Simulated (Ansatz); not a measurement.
C–O–SiH, sextet in cc-pVDZ: errors against UCCSDT(Q)

Geometry: that of the C–O–SiH, quartet, kept fixed. The doublet lies 5.2 eV lower here.

```xyz
4

C     0.0000    0.3330    1.7224
O     0.0000   -0.3122    0.6305
Si    0.0000   -0.0152   -1.0422
H     0.0000    1.4114   -1.4926
```

Basis cc-pVDZ; Ansatz 0.2.0. Correlated methods freeze the noble-gas cores, which leaves 15 electrons in 44 orbitals. Prefix R: restricted or restricted open-shell reference; prefix U: unrestricted. Active spaces: frontier = (13e, 11o) about the gap.

Full CI isn't at hand for all of this; UCCSDT(Q) serves as the reference, and is uncertain by the last step of the cluster series or more. The frozen core follows each run's orbitals, which can shift R against U totals by a few meV.

For open shells CISD is restricted-active-space CI with the open shells as a complete middle space.

- UHF ⟨S²⟩: 8.763
- T1 diagnostic (RCCSD): 0.0258
- largest doubles amplitude (RCCSD): 0.035
- T1 diagnostic (UCCSD): 0.0200

| level | E − E(RHF) (eV) |
| --- | --- |
| UHF | -0.1654 |
| RMP2 | -7.9705 |
| UMP2 | -7.9815 |
| RCCSD | -8.6621 |
| UCCSD | -8.6657 |
| RCCSD(T) | -8.8795 |
| UCCSD(T) | -8.8805 |

(1) Estimate how far UCCSDT(Q) in cc-pVDZ lies from RCCSD(T). The table doesn't fix it; the size of (T) and the diagnostics are the guide.

(1) UCCSDT(Q) in cc-pVDZ lies 1.04 kcal/mol below RCCSD(T), which is 21 % of the (T) step (-5.01 kcal/mol). The diagnostics are small and the rest is a small part of (T), but (T) is large here. The miss exceeds 1 kcal/mol.

The other levels:

```json
{"level": "CISD", "E − E(UCCSDT(Q)) (kcal/mol)": "21.49", "share of correlation (%)": "89.56", "wall time": "25 s"}
{"level": "BCCD(T)", "E − E(UCCSDT(Q)) (kcal/mol)": "0.99", "share of correlation (%)": "99.52", "wall time": "2 s"}
{"level": "RCCSDT", "E − E(UCCSDT(Q)) (kcal/mol)": "0.47", "share of correlation (%)": "99.77", "wall time": "–"}
{"level": "UCCSDT", "E − E(UCCSDT(Q)) (kcal/mol)": "0.45", "share of correlation (%)": "99.78", "wall time": "–"}
{"level": "RCCSDT(Q)", "E − E(UCCSDT(Q)) (kcal/mol)": "0.08", "share of correlation (%)": "99.96", "wall time": "73 s"}
{"level": "CASSCF (frontier space)", "E − E(UCCSDT(Q)) (kcal/mol)": "168.75", "share of correlation (%)": "18.00", "wall time": "–"}
{"level": "NEVPT2 (frontier space)", "E − E(UCCSDT(Q)) (kcal/mol)": "34.50", "share of correlation (%)": "83.24", "wall time": "8 s"}
{"level": "MRCISD (frontier space)", "E − E(UCCSDT(Q)) (kcal/mol)": "15.72", "share of correlation (%)": "92.36", "wall time": "–"}
{"level": "MRCISD+Q (frontier space)", "E − E(UCCSDT(Q)) (kcal/mol)": "2.56", "share of correlation (%)": "98.76", "wall time": "16 s"}
```

The correlation energy at UCCSDT(Q), counted from RHF, is -8.925 eV. That run took 61 s on 1 thread of Arm Neoverse V2, shared host.

Times hold each run's SCF and search for its determinant on a shared host, so for small cases they say little of a method's own cost; they ran on 1 thread of Arm Neoverse V2.
